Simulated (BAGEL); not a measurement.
# CH3AlO (SMILES [CH3][Al]=[O]), step by step

Aim: a single-point energy (HF/6-31G*), then the energy (NEVPT2(2,2)/6-31G*), then a single-point energy (CASPT2(2,2)/6-31G*) of CH3AlO. 

The results are computed with BAGEL 1.2.2.

## 1. The molecule

The species is CH3AlO (6 atoms), meant as a singlet with charge 0. SMILES: `[CH3][Al]=[O]`. The C1–H5 distance was set to 2.512 Å, away from the relaxed value. At this shape a bond of the SMILES string is far longer than usual.

Bond lengths: C1–Al2 1.935 Å, Al2–O3 1.596 Å, C1–H4 1.092 Å, C1–H6 1.092 Å. Angles: C1–Al2–O3 180.0°, Al2–C1–H4 110.5°, Al2–C1–H6 110.5°, H4–C1–H6 108.4°.

## 2. The energy at HF/6-31G(d) (density fitting with svp-jkfit, spherical functions) (run 1)

Input file hf.json:

```json
{ "bagel" : [

{
  "title" : "molecule",
  "basis" : "6-31gs.json",
  "df_basis" : "svp-jkfit",
  "geometry" : [
    { "atom" : "C", "xyz" : [  1.60621051,  0.78742431, -1.81504415 ] },
    { "atom" : "Al", "xyz" : [  3.70229473, -1.74405281, -0.21274537 ] },
    { "atom" : "O", "xyz" : [  5.43139414, -3.83201120,  1.10930703 ] },
    { "atom" : "H", "xyz" : [  2.50893268,  2.64105667, -1.71772325 ] },
    { "atom" : "H", "xyz" : [ -2.61462507,  1.05994738,  0.34166248 ] },
    { "atom" : "H", "xyz" : [  1.29459468,  0.31726045, -3.80057939 ] }
  ]
},
{
  "title" : "hf"
},
{
  "title" : "print",
  "file" : "orbitals.molden",
  "orbitals" : "true"
}

]}
```

The basis set 6-31G* is read from a file made from the Basis Set Exchange's data (not shown).

Run with:

```
$ BAGEL_NUM_THREADS=1 BAGEL hf.json > hf.out
```

Log:

```text
* using 1 threads per process

  ===============================================================
  ===============================================================

  *** Geometry ***

  { "atom" : "C", "xyz" : [      1.606211,      0.787424,     -1.815044 ] },
  { "atom" : "Al", "xyz" : [      3.702295,     -1.744053,     -0.212745 ] },
  { "atom" : "O", "xyz" : [      5.431394,     -3.832011,      1.109307 ] },
  { "atom" : "H", "xyz" : [      2.508933,      2.641057,     -1.717723 ] },
  { "atom" : "H", "xyz" : [     -2.614625,      1.059947,      0.341662 ] },
  { "atom" : "H", "xyz" : [      1.294595,      0.317260,     -3.800579 ] },

  Number of auxiliary basis functions:      334

  Since a DF basis is specified, we compute 2- and 3-index integrals:
    o Being stored without compression. Storage requirement is 0.007 GB

  Number of basis functions:       52
  Number of electrons      :       30

    * METHOD: MOLECULE                             0.10

  *** RHF ***

  === Nuclear Repulsion ===
    80.9772069677

      * DIIS with orbital gradients will be used.

  === RHF iteration (6-31gs.json) ===
      0       -355.68401565          0.03932819           0.02
      1       -354.07079970          0.08718961           0.02
      2       -356.06855921          0.01387323           0.02
[... 15 lines of this table left out ...]
     18       -356.12663286          0.00000001           0.02
    * SCF iteration converged.

    * Permanent dipole moment:
           (    0.842411,    -1.641119,     1.340443) a.u.

    * METHOD: HF                                   0.41

    * METHOD: PRINT                                0.00

  ===============================================================
```

It took 0.91 s on 1 thread of Intel Xeon 6975P-C (Granite Rapids), shared host; peak memory 0.15 GiB.

## 3. A single-point energy at NEVPT2(2,2)/6-31G(d) (density fitting with svp-jkfit, spherical functions) (run 2)

Input file calc.json:

```json
{ "bagel" : [

{
  "title" : "molecule",
  "basis" : "6-31gs.json",
  "df_basis" : "svp-jkfit",
  "geometry" : [
    { "atom" : "C", "xyz" : [     1.60621051,     0.78742431,    -1.81504415 ] },
    { "atom" : "Al", "xyz" : [     3.70229473,    -1.74405281,    -0.21274537 ] },
    { "atom" : "O", "xyz" : [     5.43139414,    -3.83201120,     1.10930703 ] },
    { "atom" : "H", "xyz" : [     2.50893268,     2.64105667,    -1.71772325 ] },
    { "atom" : "H", "xyz" : [    -2.61462507,     1.05994738,     0.34166248 ] },
    { "atom" : "H", "xyz" : [     1.29459468,     0.31726045,    -3.80057939 ] }
  ]
},

{
  "title" : "hf"
},

{
  "title" : "nevpt2",
  "nstate" : 1,
  "nact" : 2,
  "nclosed" : 14,
  "active" : [15, 16],
  "maxiter" : 200,
  "natocc" : true,
  "ncore" : 7
},

{
  "title" : "print",
  "file" : "orbitals.molden",
  "orbitals" : true
}

]}
```

The basis set 6-31G* is read from a file made from the Basis Set Exchange's data (not shown).

Run with:

```
$ BAGEL_NUM_THREADS=1 BAGEL calc.json > calc.out
```

Log:

```text
* using 1 threads per process

  ===============================================================
  ===============================================================

  *** Geometry ***

[... 30 lines left out ...]
    * SCF iteration converged.
[... 1 line left out ...]
    * Permanent dipole moment:
[... 28 lines left out ...]
    * Second-order optimization converged. *
[... 9 lines left out ...]
     * ci vector, state   0, <S^2> = 0.0000
       2.     0.8708538286
       .2    -0.4915420727

  === DF-NEVPT2 calculation ===

    * 3-index integral transformation done
    * assembly done

      NEVPT2 correlation energy:   -0.3592737855      0.04

          (+0)     -0.3181620845
          (+0)'    -0.0084215492
          (+1)     -0.0063303949
          (+1)'    -0.0000000000
          (+2)     -0.0001620068
          (-1)     -0.0258611581
          (-1)'     0.0000000000
          (-2)     -0.0003365921

      NEVPT2 total energy:       -356.5781735509

    * METHOD: NEVPT2                               0.90

    * METHOD: PRINT                                0.00

  ===============================================================
```

Run time: 1.7 s. Hardware: 1 thread of Intel Xeon 6975P-C (Granite Rapids), shared host; peak memory 0.15 GiB.

## 4. The energy at CASPT2(2,2)/6-31G(d) (density fitting with svp-jkfit, spherical functions) (run 3)

Input file caspt2.json:

```json
{ "bagel" : [

{
  "title" : "molecule",
  "basis" : "6-31gs.json",
  "df_basis" : "svp-jkfit",
  "angstrom" : false,
  "geometry" : [
    { "atom" : "C", "xyz" : [     1.60621051,     0.78742431,    -1.81504415 ] },
    { "atom" : "Al", "xyz" : [     3.70229473,    -1.74405281,    -0.21274537 ] },
    { "atom" : "O", "xyz" : [     5.43139414,    -3.83201120,     1.10930703 ] },
    { "atom" : "H", "xyz" : [     2.50893268,     2.64105667,    -1.71772325 ] },
    { "atom" : "H", "xyz" : [    -2.61462507,     1.05994738,     0.34166248 ] },
    { "atom" : "H", "xyz" : [     1.29459468,     0.31726045,    -3.80057939 ] }
  ]
},

{ "title" : "hf" },

{ "title" : "casscf", "nstate" : 1, "nact" : 2, "nclosed" : 14, "active" : [15, 16], "maxiter" : 200, "natocc" : true },

{ "title" : "print", "file" : "orbitals.molden", "orbitals" : true },

{ "title" : "smith", "method" : "caspt2", "ms" : true, "xms" : true, "sssr" : true, "shift" : 0.2, "shift_imag" : true, "ncore" : 7 }

]}
```

The basis set 6-31G* is read from a file made from the Basis Set Exchange's data (not shown).

Run with:

```
$ BAGEL_NUM_THREADS=1 BAGEL caspt2.json > caspt2.out
```

Log:

```text
* using 1 threads per process

  ===============================================================
  ===============================================================

  *** Geometry ***

[... 32 lines left out ...]
    * Permanent dipole moment:
[... 37 lines left out ...]
     * ci vector, state   0, <S^2> = 0.0000
[... 21 lines left out ...]
       #      aibj      arbs      arbi      airj      risj      airs      arst      rist         Etot      error   time
[... 8 lines left out ...]
      ------------------------------------------------------------------------------------------------------------------

    * CASPT2 energy : state  0     -356.5824375672
        w/o shift correction       -356.5795239338
        reference weight              0.8767783432

    * METHOD: SMITH                                0.14

  ===============================================================
```

Run time: 1.8 s. Hardware: 1 thread of Intel Xeon 6975P-C (Granite Rapids), shared host; peak memory 0.15 GiB.

## 5. What came out

```
                               quantity          value
         run 1, HF/6-31G*: total energy  -356.12663 Eh
        run 1, HF/6-31G*: dipole moment         5.80 D
          run 1, HF/6-31G*: HOMO energy       -9.68 eV
          run 1, HF/6-31G*: LUMO energy       -1.25 eV
        run 1, HF/6-31G*: HOMO–LUMO gap        8.42 eV
run 2, NEVPT2(2,2)/6-31G*: total energy  -356.57817 Eh
run 3, CASPT2(2,2)/6-31G*: total energy  -356.58244 Eh
```
